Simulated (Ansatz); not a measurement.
Cuprite Ag2O, treated with revPBE in Ansatz (plane waves, PAW).

Numerical settings: plane-wave cutoff 520 eV, 8×8×8 k mesh, Fermi–Dirac smearing 0.01 eV, no spin polarisation, scalar-relativistic PAW data made under PBE.

Equation-of-state points:

```json
[
 {"V (Å³/atom)": "18.115", "E − E_lowest (meV/atom)": "15.40", "P (GPa)": "4.47"},
 {"V (Å³/atom)": "18.501", "E − E_lowest (meV/atom)": "6.67", "P (GPa)": "2.82"},
 {"V (Å³/atom)": "18.886", "E − E_lowest (meV/atom)": "1.69", "P (GPa)": "1.36"},
 {"V (Å³/atom)": "19.271", "E − E_lowest (meV/atom)": "0.00", "P (GPa)": "0.07"},
 {"V (Å³/atom)": "19.657", "E − E_lowest (meV/atom)": "1.23", "P (GPa)": "-1.07"},
 {"V (Å³/atom)": "20.042", "E − E_lowest (meV/atom)": "5.02", "P (GPa)": "-2.07"},
 {"V (Å³/atom)": "20.428", "E − E_lowest (meV/atom)": "11.07", "P (GPa)": "-2.95"}
]
```

Problem. Fit the third-order Birch–Murnaghan equation and give B0 and B′.

Solution. V0 = 19.294 Å³/atom, B0 = 60.0 GPa, B′ = 5.3 (fit to the energies at full precision).

Measured, for comparison: equilibrium volume per atom 17.81 Å³/atom (15 K, zero-point motion not removed; as tabulated in Gupta et al. (2014), arXiv:1311.4701). Computed (rounded) less measured: equilibrium volume per atom +8.3 %.

Note: the gap of the solid is closed in this run; this level leaves the solid without a gap, although one is measured.

Ansatz is an electronic-structure program.
